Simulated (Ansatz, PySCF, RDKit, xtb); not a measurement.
# Solving SiPH5S, step by step, part 1 of 2

Given the formula SiPH5S and nothing else, which arrangement of the atoms is the most stable in the gas at 298.15 K, and what are its properties?

Plan: many cheap relaxations first (GFN2-xTB), then density-functional screening, relaxation at r2SCAN-D4/def2-SVP, vibrations and a final energy. The numbers are computed, not measured.

7 further runs of the same task are left out: 7 set aside as unsound or not needed.

### 1 Candidates

All bonding patterns within simple valence rules are listed by program: one Lewis structure each, at most two rings and one unusual centre or charged pair. O–O, O–halogen and N–halogen bonds and N–N–N chains are not drawn. That gives 9 candidates.

```
label             SMILES     spin
 c039       [SiH3][P@H]S  singlet
 c117           [SiH3]SP  singlet
 c138  [SiH3][P@H2+][S-]  singlet
 c163     [P@H3+][SiH-]S  singlet
 c446    [SiH2-][P@H2+]S  singlet
 c546      P[SiH-][SH2+]  singlet
 c726       [SiH2]=[SH]P  singlet
 c798       [SiH3][SH]=P  singlet
 c890           P[SiH2]S  singlet
```

Candidates are built by distance geometry, with a force field where one applies, in up to four conformers (letters a to d). 10 starts with atoms placed at random are added, to find patterns that the rules miss.

### 2 Cheap relaxation of all starts

All 19 starts are relaxed the same way. One of them, c446a (enumerated, embedded by distance geometry and MMFF94), in full:

File start.xyz:

```xyz
8
c446a
P     -0.709870    -0.592210     0.677473
S     -0.465477     0.077057    -1.356103
Si     1.116575    -0.107865     1.863344
H      1.256726     1.364327     2.070583
H      0.996086    -0.708575     3.188032
H     -1.826298    -0.024048     1.267317
H     -0.987293    -1.994138     0.660614
H     -1.678015    -0.261194    -1.758462
```

Run with:

```sh
$ xtb start.xyz --gfn 2 --opt
```

Log (excerpt; [...] marks lines left out):

```text
* xtb version 6.7.1
[...]
          :  # basis functions                  35          :
[...]
          :  # electrons                        20          :
[...]
          :  Hamiltonian                  GFN2-xTB          :
[...]
          :  net charge                          0          :
          :  unpaired electrons                  0          :
[...]
   *** convergence criteria satisfied after 13 iterations ***
[...]
   *** GEOMETRY OPTIMIZATION CONVERGED AFTER 18 ITERATIONS ***
[...]
   *** convergence criteria satisfied after 3 iterations ***
[...]
         ::                     SUMMARY                     ::
         :::::::::::::::::::::::::::::::::::::::::::::::::::::
         :: total energy             -10.011403419989 Eh    ::
         :: gradient norm              0.001430656896 Eh/a0 ::
         :: HOMO-LUMO gap              2.628881518184 eV    ::
         ::.................................................::
         :: SCC energy               -10.063964569507 Eh    ::
         :: -> isotropic ES            0.010723073637 Eh    ::
         :: -> anisotropic ES         -0.008857489234 Eh    ::
         :: -> anisotropic XC         -0.004251294019 Eh    ::
         :: -> dispersion             -0.006012361392 Eh    ::
         :: repulsion energy           0.052561149517 Eh    ::
         :: add. restraining           0.000000000000 Eh    ::
         :: total charge               0.000000000000 e     ::
         :::::::::::::::::::::::::::::::::::::::::::::::::::::
[...]
        10        2.0000           -0.3511467              -9.5552 (HOMO)
        11                         -0.2545371              -6.9263 (LUMO)
[...]
          | TOTAL ENERGY              -10.011403419989 Eh   |
          | GRADIENT NORM               0.001430656896 Eh/α |
          | HOMO-LUMO GAP               2.628881518184 eV   |
           -------------------------------------------------
[...]
```

Run time: 0.086 s. Hardware: 1 thread of Intel Xeon 6975P-C (Granite Rapids), shared host.

### 3 Distinct minima at GFN2-xTB

19 of the 19 relaxations converged; 3 ended on a minimum already found. 16 distinct structures remain:

```
label             start        SMILES after     spin  energy (kcal/mol)           note
c117a             drawn            [SiH3]SP  singlet                0.0               
 c914  random and drawn        [SiH3][P@H]S  singlet               10.6               
c138a  drawn and random   [SiH3][P@H2+][S-]  singlet               11.1               
c798a             drawn        [SiH3][P@H]S  singlet               11.3  bonds changed
c890a             drawn            P[SiH2]S  singlet               11.6               
c163a  drawn and random    [PH3][SiH][SH] ‡  singlet               37.0               
 c954            random   [SiH2][PH2][SH] ‡  singlet               42.5               
c446a             drawn   [SiH2][PH2][SH] ‡  singlet               42.7               
c726a             drawn   [SiH2][PH2][SH] ‡  singlet               47.1  bonds changed
 c459            random          S.[SiH2]=P  singlet               49.4     fell apart
 c433            random          S.[SiH2]=P  singlet               49.5     fell apart
 c563            random          S.[SiH2]=P  singlet               49.9     fell apart
 c279            random          S.[SiH2]=P  singlet               51.3     fell apart
 c488            random  [SH2].[SiH][PH2] ‡  singlet               57.7  loosely bound
c546a             drawn  [SH2].[SiH][PH2] ‡  singlet               58.4  loosely bound
 c492            random  [SH2].[SiH][PH2] ‡  singlet               60.1     fell apart
```

‡ marks the bonded skeleton alone, with all bonds drawn single: no Lewis structure was assigned that passes a check against the bond lengths.

### 4 Second filter: single points

A choice of the minima (the low ones first, few conformers of a pattern, up to a cap) and the lowest that fell apart get a single point at r2SCAN-D4/def2-SVP on the tight-binding geometry, and one at HF/STO-3G for comparison. The lowest singlets are also tried as triplets at the same geometry (label ending in t). The first, c117a:

File input.yaml:

```yaml
crystal:
  periodic: [false, false, false]
  atoms:
    - symbol: P
      position_ang: [-2.282209, -0.041674, 0.159970]
    - symbol: S
      position_ang: [-0.742102, 1.183177, 0.876998]
    - symbol: Si
      position_ang: [0.884235, -0.203879, 1.235311]
    - symbol: H
      position_ang: [1.932272, 0.667648, 1.728144]
    - symbol: H
      position_ang: [0.413012, -1.184773, 2.210205]
    - symbol: H
      position_ang: [1.193388, -0.854230, -0.035334]
    - symbol: H
      position_ang: [-1.523655, -0.777507, -0.756930]
    - symbol: H
      position_ang: [-2.169921, -1.059517, 1.113050]
basis:
  gaussian:
    orbitals: def2-SVP
hamiltonian:
  xc: r2scan
  dispersion: d4
scf:
  lower_state_search: "off"
output: {orbitals: {seedname: orbitals}}
```

Run with:

```sh
$ ansatz run input.yaml --threads 1 --pin off --max-ram 2610MiB --events-out events.jsonl --progress --plain --runs-dir runs
```

Log (excerpt; [...] marks lines left out):

```text
Warning: RAYON_NUM_THREADS=1 ignored (pool sized by the plan → 1); use --threads N
Functional definition: r2SCAN
  name "r2SCAN"
[...]
898 factors; their error is unknown
[...]
mean field -28072.59317574 eV, -1031.6487709213 hartree, gradient 2.9e-6 eV, S^2 0.000000; 0 other end points of the search recorded, 0 dependent functions left out
reference -28072.59318466 eV, -1031.6487712492 hartree; 25, 25 occupied and 54, 54 virtual orbitals, 898 factors
Total energy: -28072.63992452 eV, -1031.6504889075 hartree
Checks for a lower state left out: stability, starts, cluster_reference, orbital_swaps, neighbouring_geometries, increment
```

It took 1.1 s on 1 thread of Intel Xeon 6975P-C (Granite Rapids), shared host.

Relative energies in kcal/mol, each column from its lowest structure that stays in one piece:

```
 label             SMILES     spin  GFN2-xTB  HF/STO-3G  r2SCAN-D4/def2-SVP
 c890a           P[SiH2]S  singlet      11.6        0.0                 0.0
 c117a           [SiH3]SP  singlet       0.0        3.9                 6.3
  c914       [SiH3][P@H]S  singlet      10.6        9.6                13.1
 c798a       [SiH3][P@H]S  singlet      11.3       10.6                15.2
 c138a  [SiH3][P@H2+][S-]  singlet      11.1       62.6                21.7
 c163a   [PH3][SiH][SH] ‡  singlet      37.0       62.5                38.1
  c459         S.[SiH2]=P  singlet      49.4       90.5                45.6
c117at           [SiH3]SP  triplet         –          –               119.7
 c914t       [SiH3][P@H]S  triplet         –          –               121.3
c890at           P[SiH2]S  triplet         –          –               126.1
```

‡ marks the bonded skeleton alone, with all bonds drawn single: no Lewis structure was assigned that passes a check against the bond lengths.

### 5 A second chance for lost patterns

Some ordinary bonding patterns rearranged or fell apart under GFN2-xTB. Their starts are relaxed at r2SCAN-D4/def2-SVP instead (label ending in r). The first, c726ar:

File input.yaml:

```yaml
crystal:
  periodic: [false, false, false]
  atoms:
    - symbol: P
      position_ang: [-1.443946, 0.217543, -0.322979]
    - symbol: S
      position_ang: [-0.197276, -1.146169, 0.644630]
    - symbol: Si
      position_ang: [0.984547, 0.167899, 1.754629]
    - symbol: H
      position_ang: [0.227432, 0.813246, 2.889001]
    - symbol: H
      position_ang: [2.160052, -0.602899, 2.309273]
    - symbol: H
      position_ang: [0.642470, -1.468175, -0.302365]
    - symbol: H
      position_ang: [-2.421204, 0.399686, 0.639414]
    - symbol: H
      position_ang: [-2.227210, -0.707629, -1.115706]
basis:
  gaussian:
    orbitals: def2-SVP
hamiltonian:
  xc: r2scan
  dispersion: d4
scf:
  lower_state_search: off
relax:
  f_tol: 0.01
output: {orbitals: {seedname: orbitals}}
```

Run with:

```sh
$ ansatz run input.yaml --threads 1 --pin off --max-ram 2610MiB --events-out events.jsonl --progress --plain --runs-dir runs
```

Log (excerpt; [...] marks lines left out):

```text
Warning: RAYON_NUM_THREADS=1 ignored (pool sized by the plan → 1); use --threads N
[...]
[... 2 set-up lines as earlier in the session ...]
[...]
898 factors; their error is unknown
[...]
mean field -28068.74530735 eV, -1031.5073643664 hartree, gradient 4.5e-6 eV, S^2 0.000000; 0 other end points of the search recorded, 0 dependent functions left out
[...]
reference -28068.74531681 eV, -1031.5073647137 hartree; 25, 25 occupied and 54, 54 virtual orbitals, 898 factors
[...]
Atom 4 at     1.901232    -0.590971     2.372044 Å, force     0.003297    -0.005496     0.002994 eV/Å
Atom 5 at     0.793495    -1.384782    -0.439415 Å, force     0.001305     0.001789    -0.000839 eV/Å
Atom 6 at    -1.893056     0.734831     0.582989 Å, force     0.000983    -0.001203     0.000613 eV/Å
Atom 7 at    -2.542710    -0.847160    -0.583130 Å, force    -0.001741    -0.000885     0.001604 eV/Å
Dipole moment:    -0.515992    -0.408334    -0.523856 e Å
Checks for a lower state left out: stability, starts, cluster_reference, orbital_swaps, neighbouring_geometries, increment
```

Wall time 21 s (1 thread of Intel Xeon 6975P-C (Granite Rapids), shared host).

Energies at r2SCAN-D4/def2-SVP after that relaxation, from the lowest structure of the screen (which was not relaxed at this level):

```
 label             SMILES     spin  energy (kcal/mol)
c726ar  [SiH2][SH][PH2] ‡  singlet               54.5
c798ar   [SiH3][SH][PH] ‡  singlet               50.2
```

‡ marks the bonded skeleton alone, with all bonds drawn single: no Lewis structure was assigned that passes a check against the bond lengths.

### 6 Third filter: density-functional geometries

4 candidates are relaxed at r2SCAN-D4/def2-SVP (chosen among the lowest in one piece). The first, c890a:

File input.yaml:

```yaml
crystal:
  periodic: [false, false, false]
  atoms:
    - symbol: P
      position_ang: [1.210434, -0.069759, 1.271840]
    - symbol: S
      position_ang: [-1.556855, 0.176083, -0.930396]
    - symbol: Si
      position_ang: [-0.871231, -0.785110, 0.868877]
    - symbol: H
      position_ang: [0.833901, 1.177623, 1.738587]
    - symbol: H
      position_ang: [1.262685, -0.608593, 2.542763]
    - symbol: H
      position_ang: [-0.819603, -2.227151, 0.637426]
    - symbol: H
      position_ang: [-1.887370, -0.449656, 1.859611]
    - symbol: H
      position_ang: [-0.361542, 0.385291, -1.463795]
basis:
  gaussian: {orbitals: def2-SVP}
hamiltonian: {xc: r2scan, dispersion: d4}
scf: {lower_state_search: off}
relax: {f_tol: 0.003}
```

Run with:

```sh
$ ansatz run input.yaml --threads 1 --pin off --max-ram 2610MiB --events-out events.jsonl --progress --plain --runs-dir runs
```

Log:

```text
Warning: RAYON_NUM_THREADS=1 ignored (pool sized by the plan → 1); use --threads N
The last accepted step is kept in runs//last_step.txt (removed where the run ends without a failure and the disk answers)
[... 2 set-up lines as earlier in the session ...]
  parameter k0 = 0.174
  parameter k1 = 0.065
  parameter a1 = 4.9479
  exchange = r2scan_x(k0 = k0, k1 = k1, a1 = a1)
  correlation = r2scan_c
these checks for a lower state are left out or cut short: stability, starts, cluster_reference, orbital_swaps, neighbouring_geometries, increment
898 factors; their error is unknown
mean field evaluation 1: about -28072.2313 eV, gradient 1.4e1 eV
mean field evaluation 2: about -28072.6543 eV, gradient 9.8e0 eV
mean field evaluation 4: about -28072.9208 eV, gradient 7.2e-1 eV
mean field evaluation 8: about -28072.8657 eV, gradient 6.9e-2 eV
mean field evaluation 16: about -28072.8657 eV, gradient 4.3e-6 eV
mean field -28072.86568617 eV, -1031.6587854951 hartree, gradient 4.3e-6 eV, S^2 0.000000; 0 other end points of the search recorded, 0 dependent functions left out
the calculation of the forces begins
reference -28072.86569513 eV, -1031.6587858243 hartree; 25, 25 occupied and 54, 54 virtual orbitals, 898 factors
relax step   1: F+E_penalty+E_count = -28072.91133012 eV  Δ(F+E_penalty+E_count) = +0.000e0 eV  max|allowed force component| = 1.158e0 eV/Å  Δτ_max = 0.0000 Å  (14 SCF iters, accepted)
these checks for a lower state are left out or cut short: stability, starts, cluster_reference, orbital_swaps, neighbouring_geometries, increment
898 factors; their error is unknown
mean field -28072.95484251 eV, -1031.6620619300 hartree, gradient 5.1e-6 eV, S^2 0.000000; 0 other end points of the search recorded, 0 dependent functions left out
the calculation of the forces begins
reference -28072.95485159 eV, -1031.6620622638 hartree; 25, 25 occupied and 54, 54 virtual orbitals, 898 factors
relax step   2: F+E_penalty+E_count = -28073.00040680 eV  Δ(F+E_penalty+E_count) = -8.908e-2 eV  max|allowed force component| = 6.856e-1 eV/Å  Δτ_max = 0.1628 Å  (17 SCF iters, accepted)
these checks for a lower state are left out or cut short: stability, starts, cluster_reference, orbital_swaps, neighbouring_geometries, increment
898 factors; their error is unknown
mean field -28072.97750390 eV, -1031.6628947207 hartree, gradient 1.7e-6 eV, S^2 0.000000; 0 other end points of the search recorded, 0 dependent functions left out
the calculation of the forces begins
reference -28072.97751303 eV, -1031.6628950562 hartree; 25, 25 occupied and 54, 54 virtual orbitals, 898 factors
relax step   3: F+E_penalty+E_count = -28073.02307183 eV  Δ(F+E_penalty+E_count) = -2.267e-2 eV  max|allowed force component| = 3.931e-1 eV/Å  Δτ_max = 0.0870 Å  (18 SCF iters, accepted)
[... 6 lines left out ...]
relax step   4: F+E_penalty+E_count = -28073.04173772 eV  Δ(F+E_penalty+E_count) = -1.867e-2 eV  max|allowed force component| = 9.982e-2 eV/Å  Δτ_max = 0.1858 Å  (18 SCF iters, accepted)
[... 5 lines left out ...]
relax step   5: F+E_penalty+E_count = -28073.04564641 eV  Δ(F+E_penalty+E_count) = -3.909e-3 eV  max|allowed force component| = 6.739e-2 eV/Å  Δτ_max = 0.0352 Å  (18 SCF iters, accepted)
[... 5 lines left out ...]
relax step   6: F+E_penalty+E_count = -28073.04667572 eV  Δ(F+E_penalty+E_count) = -1.029e-3 eV  max|allowed force component| = 3.436e-2 eV/Å  Δτ_max = 0.0313 Å  (18 SCF iters, accepted)
[... 5 lines left out ...]
relax step   7: F+E_penalty+E_count = -28073.04683428 eV  Δ(F+E_penalty+E_count) = -1.586e-4 eV  max|allowed force component| = 4.526e-3 eV/Å  Δτ_max = 0.0191 Å  (19 SCF iters, accepted)
[... 6 lines left out ...]
relax step   8: F+E_penalty+E_count = -28073.04685749 eV  Δ(F+E_penalty+E_count) = -2.321e-5 eV  max|allowed force component| = 1.155e-3 eV/Å  Δτ_max = 0.0070 Å  (12 SCF iters, accepted)
these checks for a lower state are left out or cut short: stability, starts, cluster_reference, orbital_swaps, neighbouring_geometries, increment
898 factors; their error is unknown
mean field -28073.00147139 eV, -1031.6637755099 hartree, gradient 2.6e-6 eV, S^2 0.000000; 0 other end points of the search recorded, 0 dependent functions left out
the calculation of the forces begins
reference -28073.00148051 eV, -1031.6637758450 hartree; 25, 25 occupied and 54, 54 virtual orbitals, 898 factors
relax step   9: F+E_penalty+E_count = -28073.04685754 eV  Δ(F+E_penalty+E_count) = -5.187e-8 eV  max|allowed force component| = 2.588e-3 eV/Å  Δτ_max = 0.0043 Å  (12 SCF iters, accepted)
Total energy: -28073.04686666 eV, -1031.6654437550 hartree
Atom 0 at     1.252638     0.006845     1.335012 Å, force     0.000651    -0.000751     0.001488 eV/Å
Atom 1 at    -1.557889     0.372607    -0.896732 Å, force     0.001865    -0.000844    -0.002588 eV/Å
Atom 2 at    -0.836112    -0.707992     0.819455 Å, force     0.000050     0.002379    -0.000632 eV/Å
Atom 3 at     0.783298     1.217088     1.932067 Å, force    -0.001025    -0.001515    -0.001370 eV/Å
Atom 4 at     1.288231    -0.705076     2.576526 Å, force     0.000973    -0.000038    -0.000075 eV/Å
Atom 5 at    -0.752267    -2.179050     0.568905 Å, force     0.000953    -0.000159     0.000522 eV/Å
Atom 6 at    -1.861261    -0.448144     1.871070 Å, force    -0.001047    -0.000162     0.000814 eV/Å
Atom 7 at    -0.506220     0.042450    -1.681390 Å, force    -0.002420     0.001090     0.001842 eV/Å
Dipole moment:     0.098934    -0.104850     0.156761 e Å
Checks for a lower state left out: stability, starts, cluster_reference, orbital_swaps, neighbouring_geometries, increment
```

Run time: 12 s. Hardware: 1 thread of Intel Xeon 6975P-C (Granite Rapids), shared host.

Energy change by step (eV): 0.0000, -0.0891, -0.1117, -0.1304, -0.1343, -0.1353, -0.1355, -0.1355, -0.1355.

After the run. Bond lengths: P1–Si3 2.267 Å, S2–Si3 2.153 Å, P1–H4 1.429 Å, P1–H5 1.432 Å, Si3–H6 1.495 Å, Si3–H7 1.491 Å, S2–H8 1.353 Å. Angles: P1–Si3–S2 109.4°, P1–Si3–H6 107.3°, P1–Si3–H7 114.7°, S2–Si3–H6 112.3°, S2–Si3–H7 104.1°, Si3–P1–H4 93.4°, Si3–P1–H5 93.6°, Si3–S2–H8 94.5°, H6–Si3–H7 109.2°, H4–P1–H5 93.8°.

### 7 Ranking at r2SCAN-D4/def2-SVP

```
label     spin  r2SCAN-D4/def2-SVP (kcal/mol)  r2SCAN-D4/def2-SVP, relaxed (kcal/mol)  time                  note
c890a  singlet                            0.0                                     0.0  12 s                      
c117a  singlet                            6.3                                     6.4  11 s                      
 c914  singlet                           13.1                                    13.8  12 s                      
c798a  singlet                           15.2                                    13.8  19 s  same minimum as c914
```

c890a: Bond lengths: P1–Si3 2.267 Å, S2–Si3 2.153 Å, P1–H4 1.429 Å, P1–H5 1.432 Å, Si3–H6 1.495 Å, Si3–H7 1.491 Å, S2–H8 1.353 Å. Angles: P1–Si3–S2 109.4°, P1–Si3–H6 107.3°, P1–Si3–H7 114.7°, S2–Si3–H6 112.3°, S2–Si3–H7 104.1°, Si3–P1–H4 93.4°, Si3–P1–H5 93.6°, Si3–S2–H8 94.5°, H6–Si3–H7 109.2°, H4–P1–H5 93.8°.

c117a: Bond lengths: P1–S2 2.150 Å, S2–Si3 2.152 Å, Si3–H4 1.491 Å, Si3–H5 1.494 Å, Si3–H6 1.494 Å, P1–H7 1.434 Å, P1–H8 1.434 Å. Angles: P1–S2–Si3 100.9°, S2–P1–H7 98.9°, S2–P1–H8 98.9°, S2–Si3–H4 107.1°, S2–Si3–H5 110.5°, S2–Si3–H6 110.5°, H7–P1–H8 92.4°, H4–Si3–H5 110.1°, H4–Si3–H6 110.1°, H5–Si3–H6 108.6°.

c914: Bond lengths: P1–S2 2.155 Å, P1–Si3 2.271 Å, P1–H4 1.432 Å, Si3–H5 1.491 Å, Si3–H6 1.493 Å, S2–H7 1.352 Å, Si3–H8 1.495 Å. Angles: S2–P1–Si3 96.7°, P1–S2–H7 94.6°, S2–P1–H4 98.1°, Si3–P1–H4 94.9°, P1–Si3–H5 107.3°, P1–Si3–H6 112.5°, P1–Si3–H8 108.0°, H5–Si3–H6 109.7°, H5–Si3–H8 109.7°, H6–Si3–H8 109.5°.

c798a: Bond lengths: P1–S2 2.155 Å, P1–Si3 2.271 Å, Si3–H4 1.491 Å, Si3–H5 1.493 Å, Si3–H6 1.495 Å, S2–H7 1.352 Å, P1–H8 1.432 Å. Angles: S2–P1–Si3 96.7°, P1–S2–H7 94.6°, S2–P1–H8 98.1°, Si3–P1–H8 94.9°, P1–Si3–H4 107.4°, P1–Si3–H5 112.5°, P1–Si3–H6 108.0°, H4–Si3–H5 109.7°, H4–Si3–H6 109.7°, H5–Si3–H6 109.5°.

### 8 Harmonic analysis of the finalists

The lowest few in one piece go on as finalists. Harmonic vibrations at r2SCAN-D4/def2-SVP test each finalist and give the zero-point energy and the thermal terms. The first, c890a:

File input.yaml:

```yaml
crystal:
  periodic: [false, false, false]
  atoms:
    - {symbol: P, position_ang: [1.252638, 0.006845, 1.335012]}
    - {symbol: S, position_ang: [-1.557889, 0.372607, -0.896732]}
    - {symbol: Si, position_ang: [-0.836112, -0.707992, 0.819455]}
    - {symbol: H, position_ang: [0.783298, 1.217088, 1.932067]}
    - {symbol: H, position_ang: [1.288231, -0.705076, 2.576526]}
    - {symbol: H, position_ang: [-0.752267, -2.179050, 0.568905]}
    - {symbol: H, position_ang: [-1.861261, -0.448144, 1.871070]}
    - {symbol: H, position_ang: [-0.506220, 0.042450, -1.681390]}
basis:
  gaussian: {orbitals: def2-SVP}
magnetization: {spin_polarized: false, initial_magnetization: 0}
phonons: {}
scf: {lower_state_search: off}
hamiltonian: {xc: {name: r2SCAN}, dispersion: d4}
```

Run with:

```sh
$ ansatz run input.yaml --threads 1 --pin off --max-ram 2610MiB --events-out events.jsonl --progress --plain --runs-dir runs
```

Log (excerpt; [...] marks lines left out):

```text
Warning: RAYON_NUM_THREADS=1 ignored (pool sized by the plan → 1); use --threads N
[... 2 set-up lines as earlier in the session ...]
[...]
898 factors; their error is unknown
[...]
mean field -28073.00146726 eV, -1031.6637753580 hartree, gradient 1.9e-6 eV, S^2 0.000000; 0 other end points of the search recorded, 0 dependent functions left out
[...]
reference -28073.00147638 eV, -1031.6637756932 hartree; 25, 25 occupied and 54, 54 virtual orbitals, 898 factors
[...]
Atom 6 at    -1.861261    -0.448144     1.871070 Å, force    -0.001058    -0.000172     0.000830 eV/Å
Atom 7 at    -0.506220     0.042450    -1.681390 Å, force    -0.002412     0.001070     0.001824 eV/Å
Dipole moment:     0.098933    -0.104849     0.156759 e Å
Vibrations: 121.95 150.55 212.27 428.05 446.82 519.96 571.80 652.98 725.70 807.01 851.96 928.46 1076.70 2207.47 2229.82 2377.38 2403.74 2688.50 cm⁻¹, zero-point energy 1.202717 eV
Checks for a lower state left out: stability, starts, cluster_reference, orbital_swaps, neighbouring_geometries, increment
```

It took 53 s on 1 thread of Intel Xeon 6975P-C (Granite Rapids), shared host.

(Continued in part 2 of 2.)
